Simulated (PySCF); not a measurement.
**AlO−: bond curves at several levels of theory**

What are the lowest state that PBE0 finds, the bond length, vibrational wavenumber and bond energy of AlO−, and how much do these hang on the method?

Method: Al def2-TZVPPD, O def2-TZVPPD, no relativity; program: PySCF 2.14.0.

2 further runs of the same task are left out: 2 set aside as unsound or not needed.

### Step 1. The job

A driver script around PySCF takes these settings:

- atoms: Al, O
- charge: -1
- basis: Al def2-TZVPPD, O def2-TZVPPD
- Hamiltonian: no relativity
- basis functions: 88
- electrons treated: 22
- masses in u: 26.9815, 15.9949
- levels: PBE0, PBE, r²SCAN, LDA, M06-2X, B3LYP, M06, M06-L, ωB97X, MP2, SCS-MP2, CCSD, CCSD(T)
- grid: 80 radial by 434 angular points
- occupations: held fixed by the projection of orbital angular momentum
- dissociation limit: Al + O−, each in its ground configuration
- starting distance in angstrom: 1.895
- values of 2S to try: 0, 2

Launch:

```sh
> OMP_NUM_THREADS=2 python dia.py task.json out
```

The runs that follow: First curve: PBE0; PBE; r²SCAN; LDA (local density); M06-2X (hybrid meta-GGA); B3LYP (global hybrid GGA); M06 (hybrid meta-GGA); M06-L; ωB97X (range-separated hybrid); MP2 and coupled cluster.

Q: Predict the outcome of this session. Wanted: for each run, Re; ωe; De; μ.

The runs gave:

Lowest PBE0 solution found, without spin–orbit coupling: ¹Σ⁺ (singlet), closed shell.

```csv
level,Re (Å),ωe (cm⁻¹),De (eV),μ (D)
RHF-MP2,1.664,918,6.80,n/a
RHF-SCS-MP2,1.660,932,6.56,n/a
RHF-CCSD,1.640,988,6.06,n/a
RHF-CCSD(T),1.653,949,6.31,n/a
LDA,1.640,958,7.18,-1.23
PBE,1.659,924,6.34,-1.18
r²SCAN,1.642,968,6.32,-1.07
M06-L,1.639,978,6.37,-0.88
B3LYP,1.642,968,6.06,-1.50
PBE0,1.636,984,6.13,-1.33
M06,1.630,996,6.24,-1.33
M06-2X,1.631,1010,6.31,-1.78
ωB97X,1.631,1003,6.24,-1.49
```

De is counted to Al + O− in their ground configurations. A positive dipole points from Al to O; in an ion it is taken about the centre of mass and does not tell which atom is negative.

What this shows: The methods spread over 0.034 Å in bond length, from M06 to RHF-MP2. Among the levels with a De in the table, it runs from 6.06 eV (B3LYP) to 7.18 eV (LDA).

Correlated steps freeze 6 core orbitals. T1 is 0.030 near the minimum (highest on the curve 0.043), which may point to more than one leading configuration. With some functionals the highest level of the anion is positive, from self-interaction error or because the anion is truly unbound there; the finite basis then holds the extra electron, and no neutral molecule was run to test the binding.
